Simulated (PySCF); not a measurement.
Löwdin shares of the frontier orbitals

Species: C₄H₄N₂.
SMILES with atom numbers: `[CH3:1][CH:2]([C:3]#[N:4])[C:5]#[N:6]` (hydrogens: H7, H8, H9 on C1; H10 on C2)

Structure used (PBE0-D3(BJ)/def2-SVP), in Å, numbered top down from 1:
```xyz
10
C4H4N2 angstrom
C     -1.004   -0.310    0.508
C      0.128    0.302   -0.332
C      0.790   -0.710   -1.165
N      1.271   -1.527   -1.825
C      1.109    1.001    0.506
N      1.846    1.567    1.193
H     -0.605   -1.064    1.201
H     -1.502    0.477    1.089
H     -1.738   -0.789   -0.153
H     -0.296    1.054   -1.022
```

Computed, not measured: PySCF, TDDFT wB97X-D/def2-SVPD, vertical, gas phase, core orbitals frozen in the response.

Kohn–Sham orbitals with the atoms that hold most of them (Löwdin shares over 4%, at most four atoms; ? is withheld):

```tsv
orbital	ε (eV)	atoms
LUMO+2	2.08	C3 24%, C5 24%, N4 11%, C2 11%
LUMO+1	1.38	N6 17%, N4 17%, C5 16%, C3 16%
LUMO	1.26	C1 15%, C5 14%, C3 14%, N6 14%
HOMO	?	?
HOMO-1	-12.12	?
HOMO-2	-12.39	N4 23%, N6 23%, C3 17%, C5 17%
HOMO-3	-12.50	N6 25%, N4 25%, C5 21%, C3 21%
```

Which atoms hold the HOMO, and with what shares?

N4 (bonded to C) 23%; N6 (bonded to C) 23%; C3 (bonded to C and N) 16%; C5 (bonded to C and N) 16%. By element: nitrogen 46%, carbon 32% or more.

Which atoms hold the HOMO-1, and with what shares?

N4 (bonded to C) 27%; N6 (bonded to C) 27%; C3 (bonded to C and N) 21%; C5 (bonded to C and N) 21%. By element: nitrogen 55%, carbon 43% or more.

What is the HOMO energy, and the HOMO–LUMO gap?

ε(HOMO) = -11.88 eV; the gap is 13.13 eV (0.4827 hartree).

The HOMO–LUMO gap is 13.13 eV. Where does the response calculation put the lowest singlet, and from which orbitals?

S1 is at 7.53 eV (f = 0.0016), 5.60 eV below the gap, made of HOMO→LUMO+1 (44%), HOMO→LUMO (26%), HOMO-3→LUMO+4 (12%). Its leading pair isn't HOMO and LUMO; the energies of that pair differ by 13.26 eV. Without the coupling terms of the response equations the lowest excitation would equal the gap.

Next come S2 at 7.73 eV (f 0.0000), HOMO-3→LUMO+1 (25%), HOMO→LUMO+4 (16%), HOMO-3→LUMO (14%); S3 at 7.98 eV (f 0.0030), HOMO-1→LUMO+1 (26%), HOMO→LUMO+3 (22%), HOMO-1→LUMO (20%); S4 at 8.04 eV (f 0.0070), HOMO-2→LUMO+1 (26%), HOMO→LUMO (20%), HOMO-3→LUMO+3 (11%); S5 at 8.06 eV (f 0.0000), HOMO-3→LUMO+1 (16%), HOMO-1→LUMO (14%), HOMO-2→LUMO+3 (14%).

Löwdin shares depend on the basis, the more so with diffuse functions.
